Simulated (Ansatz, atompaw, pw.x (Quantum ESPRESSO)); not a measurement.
# From atom to crystal: PAW (atompaw) potential for titanium (Ti)

atompaw 4.2.0.5 input, output lines left out:

```
Ti 22
GGA-PBESOL scalarrelativistic loggrid 1500 logderivrange -5 5 251
4 4 3 0 0 0
4 1 0
3 2 2
0 0 0
c
c
c
v
c
v
v
v
3
2.90 2.10 2.85 1.80
y
4.5
n
n
y
4.9
n
y
0.05
n
bloechl sinc
4 0 troulliermartins
```

Atomic tests: cutoffs needed: 21 Ry and 25 Ry (the cutoffs (Ry, on a coarse ladder) from which the occupation-weighted sum of valence levels, in a spherical-Bessel basis at the reference potential, stays within 10 and 1 mRy of its value at 400 Ry); ghost test: no extra level below or beside the all-electron valence levels (s, p, d, f tested) (spherical-Bessel basis up to 400 Ry, 20 bohr box); lowest eigenvalue of the overlap operator: 0.51 (s channel).

Crystal test: bcc Ti in pw.x 7.5, no spin, 14³ k-points, Fermi–Dirac smearing 0.01 Ry, cutoffs 40/400 Ry. The reference is all-electron LAPW (Ansatz 0.2.0) with the same functional, mesh and smearing; V0 and B0 come from Birch–Murnaghan fits to the pressures at five volumes. Errors are pseudo minus all-electron; Δ is the rms difference of the E(V) curves that follow from these fits, minima aligned, over ±6 % about the mean V0. Mesh and smearing are coarse, so the numbers serve the comparison and aren't converged zero-temperature values; the lattice is a test structure that the element need not adopt.

| V (Å³/atom) | P all-electron (GPa) | P pseudo (GPa) |
| --- | --- | --- |
| 15.812 | 6.28 | 3.11 |
| 16.228 | 3.02 | 0.13 |
| 16.644 | 0.09 | -2.54 |
| 17.060 | -2.55 | -4.95 |
| 17.476 | -4.91 | -7.10 |

All-electron: a0 = 3.218 Å (V0 = 16.66 Å³/atom), B0 = 110.7 GPa.

Pseudopotential: mean pressure error (GPa): -2.66; a0 (Å): 3.191; a0 error (%): -0.83; B0 error (%): -1.0; Δ (meV/atom): 9.9. The largest radius (2.90 bohr) exceeds half the bond length (2.63 bohr), so the spheres overlap, which is one possible source of error among others. This is a poor potential for the solid.

At the middle volume, how do free energy and pressure move when the wave cutoff is lowered (ecutrho held at 400 Ry)?

```json
{"cutoff (Ry)": "18", "shift of F (meV/atom)": "+325.9", "shift of P (GPa)": "-17.35"}
{"cutoff (Ry)": "24", "shift of F (meV/atom)": "+16.3", "shift of P (GPa)": "-1.20"}
{"cutoff (Ry)": "32", "shift of F (meV/atom)": "+0.3", "shift of P (GPa)": "-0.02"}
```

Input at the middle volume:

```
&control
  calculation='scf', prefix='x', pseudo_dir='./', outdir='./tmp', tstress=.true., disk_io='low'
/
&system
  ibrav=0, nat=1, ntyp=1, ecutwfc=40, ecutrho=400, nbnd=12,
  occupations='smearing', smearing='fd', degauss=0.01
/
&electrons
  conv_thr=1e-09, mixing_beta=0.4, electron_maxstep=70
/
ATOMIC_SPECIES
Ti 1.0 Ti.UPF
CELL_PARAMETERS angstrom
  -1.60841916 1.60841916 1.60841916
  1.60841916 -1.60841916 1.60841916
  1.60841916 1.60841916 -1.60841916
ATOMIC_POSITIONS crystal
Ti 0.0000 0.0000 0.0000
K_POINTS automatic
14 14 14 0 0 0
```

```bash
pw.x < Ti.scf.in > Ti.scf.out
```

Lines of the output:

```
Message from routine setup:
     using ibrav=0 with symmetry is DISCOURAGED, use correct ibrav instead
     lattice parameter (alat)  =       5.2645  a.u.
     unit-cell volume          =     112.3193 (a.u.)^3
     number of electrons       =        10.00
     number of Kohn-Sham states=           12
     kinetic-energy cutoff     =      40.0000  Ry
     charge density cutoff     =     400.0000  Ry
     scf convergence threshold =      1.0E-09
     Exchange-correlation= SLA PW PSX PSC
     number of k points=   104  Fermi-Dirac smearing, width (Ry)=  0.0100
     iteration #  1     ecut=    40.00 Ry     beta= 0.40
     total energy              =    -144.54324977 Ry
     estimated scf accuracy    <       0.00877374 Ry
     iteration #  2     ecut=    40.00 Ry     beta= 0.40
     total energy              =    -144.54494183 Ry
     estimated scf accuracy    <       0.00142974 Ry
     iteration #  3     ecut=    40.00 Ry     beta= 0.40
     total energy              =    -144.54578723 Ry
     estimated scf accuracy    <       0.00007251 Ry
     iteration #  4     ecut=    40.00 Ry     beta= 0.40
     total energy              =    -144.54593706 Ry
     estimated scf accuracy    <       0.00000098 Ry
     iteration #  5     ecut=    40.00 Ry     beta= 0.40
     total energy              =    -144.54594171 Ry
     estimated scf accuracy    <       0.00000068 Ry
     iteration #  6     ecut=    40.00 Ry     beta= 0.40
     total energy              =    -144.54594202 Ry
     estimated scf accuracy    <       0.00000021 Ry
     iteration #  7     ecut=    40.00 Ry     beta= 0.40
     total energy              =    -144.54594213 Ry
     estimated scf accuracy    <          8.5E-09 Ry
     iteration #  8     ecut=    40.00 Ry     beta= 0.40
     the Fermi energy is    13.0481 ev
!    total energy              =    -144.54594213 Ry
     estimated scf accuracy    <          1.2E-10 Ry
     smearing contrib. (-TS)   =      -0.00966794 Ry
     The total energy is F=E-TS. E is the sum of the following terms:
     one-electron contribution =     -16.74423700 Ry
     hartree contribution      =      11.08617379 Ry
     xc contribution           =     -11.46093497 Ry
     ewald contribution        =     -59.86621692 Ry
     one-center paw contrib.   =     -67.55105909 Ry
     convergence has been achieved in   8 iterations
          total   stress  (Ry/bohr**3)                   (kbar)     P=      -25.43
```

The run at the middle volume (104 k-points, 8 iterations) took about 24 s on one core of a shared host (Intel(R) Xeon(R) Platinum 8124M CPU @ 3.00GHz, 72 threads, 138 GiB, load 15).
